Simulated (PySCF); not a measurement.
C4H5N, SMILES C(CC#N)=C (B3LYP/def2-SVP optimised geometry):

```
10

C      1.834    -0.913    -0.399
C      0.973    -0.240     0.366
C      0.382     1.104     0.000
C     -1.087     1.104     0.000
N     -2.245     1.092     0.013
H      2.245    -1.874    -0.078
H      2.162    -0.533    -1.372
H      0.657    -0.652     1.331
H      0.735     1.426    -0.993
H      0.712     1.874     0.721
```

Computed with B3LYP/def2-TZVP in PySCF.

Q: What are the frontier orbital energies and the dipole moment?

A: HOMO-2 -9.23 eV, HOMO-1 -9.16 eV, HOMO -8.02 eV, LUMO -0.76 eV, LUMO+1 0.46 eV; dipole moment 4.02 D.

Meta-Löwdin charges at B3LYP/def2-TZVP: C1 -0.24, C2 -0.09, C3 -0.21, C4 0.11, N5 -0.23, H6 0.13, H7 0.12, H8 0.12, H9 0.15, H10 0.15.
